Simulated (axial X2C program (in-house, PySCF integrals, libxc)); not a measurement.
Nuclear properties of OF⁻

Computed with an axial X2C code built on PySCF integrals: two-component X2C with atomic mean-field Coulomb and Gaunt terms, Gaussian nuclei, basis F dyall-av3z, O dyall-av3z with contracted cores.

R = 1.487 Å (near the PBE0 minimum at charge -1 of the determinant lowest at the starting distance; the state shown can have its own minimum elsewhere).

Determinant lowest in the PBE0 search, Ω = 0 (closed shell), highest spinor 80% O p, 13% F p, 4% F d:

| level | qzz F (a.u.) | qzz O (a.u.) |
| --- | --- | --- |
| PBE0 | 3.87 | 4.84 |
| HF | 3.47 | 5.49 |
| PBE | 3.94 | 4.61 |
| B3LYP | 3.89 | 4.91 |
| PBE50 | 3.77 | 5.06 |

qzz is the electric field gradient, eQq0 = 234.96 MHz × Q/barn × qzz. The operators were transformed with the bare-nucleus X2C matrices; with these basis sets, hyperfine constants and field gradients can be off by tens of per cent, and where levels differ in sign neither size nor sign is settled.

Q: With Q(17O) = -0.02558 barn (Q from Pyykkö, Mol. Phys. 2018), turn the PBE0 values of the first state into constants in MHz.

A: eQq0(17O) = 234.96 × (-0.02558) × (4.84) = -29.1 MHz.

Each state is one determinant with collinear spin. For an anion, determinants above electron detachment, or with a positive highest level, are held by the basis set. The search compared states at one distance, so a state with another bond length can lie lower. Further determinants of the search, some of them spin-mixed, are not shown.
